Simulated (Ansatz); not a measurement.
# H$_{2}$B–NH, doublet: the ladder up to UCCSDT(Q)

Geometry: displaced at random from a stationary point.

```json
{"atom": "B", "x (Å)": "0.0902", "y (Å)": "0.0277", "z (Å)": "0.7034"}
{"atom": "N", "x (Å)": "-0.0746", "y (Å)": "-0.0318", "z (Å)": "-0.6120"}
{"atom": "H", "x (Å)": "0.0020", "y (Å)": "1.0942", "z (Å)": "1.2320"}
{"atom": "H", "x (Å)": "0.0851", "y (Å)": "-1.0453", "z (Å)": "1.4038"}
{"atom": "H", "x (Å)": "-0.0180", "y (Å)": "0.0954", "z (Å)": "-1.6763"}
```

Basis cc-pVDZ; Ansatz 0.2.0. Correlated methods freeze the noble-gas cores, which leaves 11 electrons in 41 orbitals. Prefix R: restricted or restricted open-shell reference; prefix U: unrestricted.

Full CI isn't at hand for all of this; UCCSDT(Q) serves as the reference, and is uncertain by about the last step of the cluster series. The frozen core follows each run's orbitals, which can shift R against U totals by a few meV.

For open shells CISD is restricted-active-space CI with the open shells as a complete middle space.

```
UHF ⟨S²⟩                          : 0.778
T1 diagnostic (RCCSD)             : 0.0366
largest doubles amplitude (RCCSD) : 0.064
T1 diagnostic (UCCSD)             : 0.0303
```

| level | E − E(RHF) (eV) |
| --- | --- |
| UHF | -0.1721 |
| RMP2 | -6.3697 |
| UMP2 | -6.3809 |
| RCCSD | -7.3137 |
| UCCSD | -7.3168 |
| RCCSD(T) | -7.5197 |
| UCCSD(T) | -7.5187 |

Estimate how far UCCSDT(Q) in cc-pVDZ lies from RCCSD(T). The table doesn't fix it; the size of (T) and the diagnostics are the guide.

UCCSDT(Q) in cc-pVDZ lies 4.4 kJ/mol below RCCSD(T), which is 22 % of the (T) step (-19.9 kJ/mol). T1 is raised, but (T) still catches most of what CCSD lacks. The miss exceeds 1 kcal/mol.

The other levels:

```json
{"level": "CISD", "E − E(UCCSDT(Q)) (kJ/mol)": "78.8", "share of correlation (%)": "89.20", "wall time": "2.3 s"}
{"level": "BCCD(T)", "E − E(UCCSDT(Q)) (kJ/mol)": "4.2", "share of correlation (%)": "99.42", "wall time": "1.6 s"}
{"level": "RCCSDT", "E − E(UCCSDT(Q)) (kJ/mol)": "1.5", "share of correlation (%)": "99.80", "wall time": "–"}
{"level": "UCCSDT", "E − E(UCCSDT(Q)) (kJ/mol)": "1.5", "share of correlation (%)": "99.80", "wall time": "–"}
{"level": "RCCSDT(Q)", "E − E(UCCSDT(Q)) (kJ/mol)": "0.2", "share of correlation (%)": "99.98", "wall time": "40 s"}
```

The correlation energy at UCCSDT(Q), counted from RHF, is -7.565 eV. That run took 35 s on 1 thread of INTEL XEON PLATINUM 8581C, shared host.

Times hold each run's SCF and search for its determinant on a shared host, so for small cases they say little of a method's own cost; they ran on 1 thread of INTEL XEON PLATINUM 8581C.
